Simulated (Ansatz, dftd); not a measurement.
Species: CCl$_{3}$, charge 0, doublet. CCl3 (SMILES Cl[C](Cl)Cl, doublet).
B3LYP-D3(BJ)/def2-TZVP minimum from Ansatz (a quantum-chemistry and plane-wave program):
```
C
Cl 1 1.7155
Cl 1 1.7155 2 117.13
Cl 1 1.7155 2 117.13 3 146.94
```
Charge 0, spin multiplicity 2.

Quantity: atomisation energy (electronic, to ground-state atoms), in kcal/mol. Radicals and triplets start from unrestricted determinants; spin-orbit coupling is neglected. Correlated methods leave the cores frozen. Rows without X2C or -DK are non-relativistic. CBS(X,Y): correlation extrapolated as X^-3, Hartree-Fock from the larger set. A bracket is a step between two methods taken in the basis named. Functionals run without relativity, which enters their misses. Double hybrids freeze cores in their MP2 part. '+ core + X2C': CCSD(T) terms for core correlation (cc-pwCVTZ, 1s frozen past Ne) and scalar relativity (cc-pVTZ-DK).

```tsv
level	program	atomisation energy (kcal/mol)	difference against the last row
r2SCAN-D3(BJ)/def2-TZVPD	Ansatz + dftd3	255.6	10.3
r2SCAN/def2-TZVPD	Ansatz	254.9	9.6
wB97M-V/def2-TZVPD	Ansatz	247.7	2.4
B2PLYP-D4/def2-TZVPD	Ansatz + dftd4	241.2	-4.1
CCSDT(Q)/cc-pV(D+d)Z	Ansatz	213.8	-31.5
CCSD(T)/CBS(cc-pV(T+d)Z,cc-pV(Q+d)Z) + [CCSDT(Q) - CCSD(T)]/cc-pV(D+d)Z + core + X2C	Ansatz	245.3	0.0
```
